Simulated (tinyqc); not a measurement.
Stretching all distances: RHF, UHF, MP2, CISD and CCSD against full CI in the sto-3g basis, for LiH, spin multiplicity 1. Computed by the program tinyqc with PySCF. All coordinates are multiplied by the scale. c0^2 is the weight of the RHF determinant in the lowest singlet FCI state (UHF is spin-contaminated and may lie near states of higher spin) and n(LUMO) the first natural occupation beyond the occupied space.

Geometry (angstrom):
```
atom       x       y       z
Li    0.0000  0.0000  0.0000
H     0.0000  0.0000  1.3930
```

Full CI energy (hartree) and errors against it (kcal/mol):
```
scale   distance 1-2 (angstrom)     E(FCI)      RHF      UHF      MP2    CISD    CCSD  <S^2> UHF    c0^2  n(LUMO)
0.8700                   1.2119  -7.854891  10.5677  10.5677   3.5463  0.0056  0.0041     0.0000  0.9819   0.0280
1.4800                   2.0616  -7.856422  20.2624  20.1509   8.6826  0.0152  0.0123     0.1054  0.9420   0.0982
1.7800                   2.4795  -7.825093  32.4169  16.1947  15.3968  0.0287  0.0245     0.7483  0.8690   0.2174
2.0800                   2.8974  -7.802580  50.2410   8.2361  24.8807  0.0507  0.0456     0.9095  0.7496   0.4159
2.3900                   3.3293  -7.790664  71.5396   3.4719  33.6700  0.0721  0.0651     0.9665  0.6400   0.6247
2.6900                   3.7472  -7.785716  90.3974   1.4783  36.5051  0.0844  0.0751     0.9872  0.5783   0.7685
```

Estimate the missing row, scale = 1.17.

Computed row:
```
scale   distance 1-2 (angstrom)     E(FCI)      RHF      UHF     MP2    CISD    CCSD  <S^2> UHF    c0^2  n(LUMO)
1.1700                   1.6298  -7.881719  13.1558  13.1558  4.9051  0.0087  0.0069     0.0000  0.9730   0.0447
```

UHF parts from RHF first at scale 1.48 of those listed, where <S^2> leaves zero. The weight c0^2 goes from 0.98 to 0.58 and n(LUMO) from 0.03 to 0.77: static correlation grows as the bonds break into open-shell fragments. The spread of the error along the curve, which distorts its shape, is CCSD 0.1, CISD 0.1, UHF 18.7, MP2 33.0, RHF 79.8 kcal/mol.
